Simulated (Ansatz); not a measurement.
## Ansatz (development build ahead of 0.2.0) run

```yaml
crystal:
  periodic: [false, false, false]
  atoms:
    - { symbol: C, position_ang: [0.0, 0.0, -0.47945] }
    - { symbol: O, position_ang: [0.0, 0.0, 0.47945] }
basis:
  gaussian: { orbitals: cc-pVTZ }
total_charge: 1
magnetization:
  spin_polarized: true
  initial_magnetization: 1
hamiltonian:
  xc: hf
correlation:
  method: bccd_t
  frozen_orbitals: { C: 1, O: 1 }
```

The input is written out in the form of the current development build from the run's settings.

The run gave:

```yaml
Converged: yes
Reference_energy_starting_determinant: -112.23933 hartree
Correlation_energy: -0.31449 hartree
Total_energy: -112.55382 hartree
```
